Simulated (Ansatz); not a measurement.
# BH (singlet): from Hartree-Fock to the top rungs at distance B1–H2 = 1.122 Å, cc-pVQZ

How much of the correlation energy of BH (singlet) does each wave-function method recover here?

Computed with Ansatz 0.2.0, Gaussian basis. Level: cc-pVQZ, core rule «outside noble gas», up to 1 orbitals frozen.

The runs, in order: UHF; CCSD(T) on RHF; CCSD(T) on UHF; BCCD(T) on RHF; CCSDT(Q) on RHF; CCSDT(Q) on UHF; CASSCF and NEVPT2, 4 electrons in 5 orbitals; Full CI.

14 further runs of the same task are left out: 9 that didn't finish, 5 set aside as unsound or not needed.

## 1. The system

The geometry derives from a PBE0/def2-TZVP stationary point (not a proven minimum). One bond is set to the value named and the two fragments are kept rigid.

2 atoms, charge 0, spin multiplicity 1.

Atoms are counted from 1 here; the program's logs count them from 0.

Bond lengths: B1–H2 1.122 Å.

## 2. UHF

The input, in.yaml:

```yaml
crystal:
  periodic: [false, false, false]
  atoms:
    - {symbol: B, position_ang: [0.000000, 0.000000, 0.000000]}
    - {symbol: H, position_ang: [0.000000, 0.000000, 1.122000]}
basis:
  gaussian: {orbitals: cc-pVQZ}
magnetization: {spin_polarized: true, initial_magnetization: 0}
hamiltonian: {xc: hf}
output: {orbitals: {seedname: orbitals}}
```

Run with:

```console
$ ansatz run in.yaml --threads 1 --pin off --events-out ev --progress --plain --max-ram 2393MiB
```

The runs that follow: CCSD(T) on RHF; CCSD(T) on UHF; BCCD(T) on RHF; CCSDT(Q) on RHF; CCSDT(Q) on UHF; CASSCF and NEVPT2, 4 electrons in 5 orbitals; Full CI.

Q: Predict the results of all the runs planned. Wanted: FCI below the RHF energy; RMP2 from FCI; UMP2 from FCI; RCCSD from FCI; RCCSD(T) from FCI; UCCSD(T) from FCI; RCCSDT(Q) from FCI; UCCSDT(Q) from FCI; NEVPT2 valence from FCI.

The runs gave:

| quantity | value |
| --- | --- |
| FCI below the RHF energy | -2.8129 eV |
| RMP2 from FCI | +16.02 kcal/mol |
| UMP2 from FCI | +19.91 kcal/mol |
| RCCSD from FCI | +1.65 kcal/mol |
| RCCSD(T) from FCI | +0.31 kcal/mol |
| UCCSD(T) from FCI | +0.41 kcal/mol |
| RCCSDT(Q) from FCI | +0.01 kcal/mol |
| UCCSDT(Q) from FCI | +0.03 kcal/mol |
| NEVPT2 valence from FCI | +9.19 kcal/mol |
| levels within 1 kcal/mol (43 meV) | RCCSD(T), UCCSD(T), BCCD(T), RCCSDT, UCCSDT, RCCSDT(Q), UCCSDT(Q) |
| T1 diagnostic | 0.013 |
| effectively unpaired electrons | 0.12 |

What this shows: RCCSD(T) misses by +0.31 kcal/mol, 0.5 % of the correlation energy. One determinant dominates. These misses are within one basis, not against nature.
